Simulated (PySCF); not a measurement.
diphosphorus anion (P₂), SMILES P#P (connectivity only; charge and spin as stated), charge -1, multiplicity 2.

Geometry: r2SCAN-D4/def2-TZVPD. The multiplicity is an assumed one; other spin states were not compared.

The numbers are results of r2SCAN-D4/def2-TZVPD in PySCF, not measurements.

Frequencies are harmonic and unscaled.

Computed harmonic wavenumbers and intensities:
```json
[
 {"mode": "1", "ν (cm⁻¹)": "687", "IR (km/mol)": "0.0", "moving atoms (share of kinetic energy)": "P 100 %"}
]
```
